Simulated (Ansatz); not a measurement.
# AlSiH4O (SMILES [AlH][O][SiH3]): U-wB97M-V/aug-cc-pVDZ

Aim: the vertical electron affinity of AlSiH4O at U-wB97M-V/aug-cc-pVDZ, from 2 runs. 

The calculation is run with Ansatz 0.2.0.

63 further runs of the same task are left out: 63 set aside as unsound or not needed.

## Step 1: The structure to begin with

AlSiH4O has 7 atoms, charge 0, and is taken as a doublet. SMILES: `[AlH][O][SiH3]`. The coordinates come from a PBE0-D4/def2-TZVP relaxation. This is one conformer, not always the lowest.

Bond lengths: Al1–O2 1.689 Å, O2–Si3 1.627 Å, Al1–H4 1.609 Å, Si3–H5 1.487 Å, Si3–H6 1.487 Å, Si3–H7 1.488 Å. Angles: Al1–O2–Si3 169.6°, O2–Al1–H4 116.0°, O2–Si3–H5 110.0°, O2–Si3–H6 110.2°, O2–Si3–H7 110.3°, H5–Si3–H6 108.8°, H5–Si3–H7 108.7°, H6–Si3–H7 108.8°.

## Step 2: The energy at U-wB97M-V/aug-cc-pVDZ

run.yaml

```yaml
crystal:
  periodic: [false, false, false]
  atoms:
    - {symbol: Al, position_ang: [-1.643700, -1.503700, -0.201100]}
    - {symbol: O, position_ang: [-0.403000, -0.368600, -0.047300]}
    - {symbol: Si, position_ang: [0.870900, 0.567400, 0.335800]}
    - {symbol: H, position_ang: [-2.580100, -1.352800, -1.500200]}
    - {symbol: H, position_ang: [1.204400, 1.463600, -0.802700]}
    - {symbol: H, position_ang: [0.554900, 1.401200, 1.526200]}
    - {symbol: H, position_ang: [2.057800, -0.275200, 0.643500]}
basis:
  gaussian: {orbitals: aug-cc-pVDZ}
magnetization: {spin_polarized: true, initial_magnetization: 1}
hamiltonian: {xc: {name: wB97M-V}}
accuracy: high
output: {orbitals: {seedname: orbitals}}
```

Command:

```bash
ansatz run run.yaml --threads 1 --pin off --max-ram 3480MiB --events-out events.jsonl --progress --plain --runs-dir runs
```

Output:

```text
Warning: RAYON_NUM_THREADS=1 ignored (pool sized by the plan → 1); use --threads N
Functional definition: wB97M-V
  name "wB97M-V"
  parameter omega = 0.3/bohr
  parameter cx = 0.15
  parameter cx01 = 1.007
  parameter cx10 = 0.259
  parameter css00 = 0.443
  parameter css04 = -1.437
  parameter css10 = -4.535
  parameter css20 = -3.390
  parameter css43 = 4.278
  parameter cos00 = 1.000
  parameter cos10 = 1.358
  parameter cos20 = 2.924
  parameter cos21 = -8.812
  parameter cos60 = -1.390
  parameter cos61 = 9.142
  parameter b = 6.0
  parameter c = 0.01
  gx(w, u) = 1 - cx + cx01*u + cx10*w
  gss(w, u) = css00 + css04*u^4 + css10*w + css20*w^2 + css43*w^4*u^3
  gos(w, u) = cos00 + cos10*w + (cos20 + cos21*u)*w^2 + (cos60 + cos61*u)*w^6
  exchange = spin_sum(e_x_unif_sr(omega)*gx(b97_w, b97_u_x)) + cx*exact_x_sr(omega) + exact_x_lr(omega)
  correlation = spin_sum(e_c_pw_mod_same_spin*gss(b97_w, b97_u_same))
      + integral(e_c_pw_mod_opposite_spin*gos(b97_w_opposite, b97_u_opposite)) + vv10(b, c)
2252 factors; integrals over basis functions are off by at most 3.4e-9 eV
585 factors; integrals over basis functions are off by at most 2.3e-9 eV
mean field evaluation 1: about -16579.6076 eV, gradient 3.9e1 eV
mean field evaluation 2: about -16573.6101 eV, gradient 5.7e1 eV
mean field evaluation 4: about -16585.5371 eV, gradient 5.7e-1 eV
mean field evaluation 8: about -16585.5832 eV, gradient 1.0e-1 eV
mean field evaluation 16: about -16585.5836 eV, gradient 2.2e-4 eV
mean field -16585.58358723 eV, -609.5089547185 hartree, gradient 6.5e-8 eV, S^2 0.752306; 0 other end points of the search recorded, 0 dependent functions left out
reference -16585.58359956 eV, -609.5089551715 hartree; 20, 19 occupied and 93, 94 virtual orbitals, 2252 factors
Total energy: -16585.58359956 eV, -609.5089551715 hartree
```

Run time: 2.6 min. Hardware: 1 thread of Arm Neoverse V1, shared host; peak memory 1.3 GiB.

## Step 3: The singlet anion

in.yaml

```yaml
crystal:
  periodic: [false, false, false]
  atoms:
    - {symbol: Al, position_ang: [-1.643700, -1.503700, -0.201100]}
    - {symbol: O, position_ang: [-0.403000, -0.368600, -0.047300]}
    - {symbol: Si, position_ang: [0.870900, 0.567400, 0.335800]}
    - {symbol: H, position_ang: [-2.580100, -1.352800, -1.500200]}
    - {symbol: H, position_ang: [1.204400, 1.463600, -0.802700]}
    - {symbol: H, position_ang: [0.554900, 1.401200, 1.526200]}
    - {symbol: H, position_ang: [2.057800, -0.275200, 0.643500]}
basis:
  gaussian:
    orbitals: aug-cc-pVDZ
total_charge: -1
hamiltonian:
  xc: {name: wB97M-V}
accuracy: high
output: {orbitals: {seedname: orbitals}}
```

Command:

```bash
ansatz run in.yaml --threads 1 --pin off --max-ram 3480MiB --events-out events.jsonl --progress --plain --runs-dir runs
```

Output (excerpt; [...] marks lines left out):

```text
Warning: RAYON_NUM_THREADS=1 ignored (pool sized by the plan → 1); use --threads N
[... 2 set-up lines as earlier in the session ...]
[...]
  gx(w, u) = 1 - cx + cx01*u + cx10*w
  gss(w, u) = css00 + css04*u^4 + css10*w + css20*w^2 + css43*w^4*u^3
  gos(w, u) = cos00 + cos10*w + (cos20 + cos21*u)*w^2 + (cos60 + cos61*u)*w^6
[...]
      + integral(e_c_pw_mod_opposite_spin*gos(b97_w_opposite, b97_u_opposite)) + vv10(b, c)
2252 factors; integrals over basis functions are off by at most 3.4e-9 eV
585 factors; integrals over basis functions are off by at most 2.3e-9 eV
[...]
mean field -16586.53591755 eV, -609.5439522120 hartree, gradient 4.5e-8 eV, S^2 0.000000; 0 other end points of the search recorded, 0 dependent functions left out
reference -16586.53592527 eV, -609.5439524959 hartree; 20, 20 occupied and 93, 93 virtual orbitals, 2252 factors
Total energy: -16586.53592527 eV, -609.5439524959 hartree
```

Wall time 2.6 min (1 thread of Arm Neoverse V1, shared host); peak memory 0.76 GiB.

## Step 4: Summary of results

Level: U-wB97M-V/aug-cc-pVDZ.

```
                                                            quantity          value
                                       doublet AlSiH4O: total energy  -609.50896 Eh
                 doublet AlSiH4O: HOMO energy (highest over α and β)       -7.41 eV
                  doublet AlSiH4O: LUMO energy (lowest over α and β)       -0.98 eV
                                               doublet AlSiH4O: ⟨S²⟩          0.752
                                         singlet anion: total energy  -609.54395 Eh
                                          singlet anion: HOMO energy       -1.02 eV
                                          singlet anion: LUMO energy        2.80 eV
singlet anion: HOMO–LUMO gap (to an unbound level, set by the basis)        3.82 eV
                   vertical electron affinity (to the singlet anion)       0.952 eV
```

**Reading.** At fixed nuclei the extra electron is bound by 0.95 eV (91.9 kJ/mol).
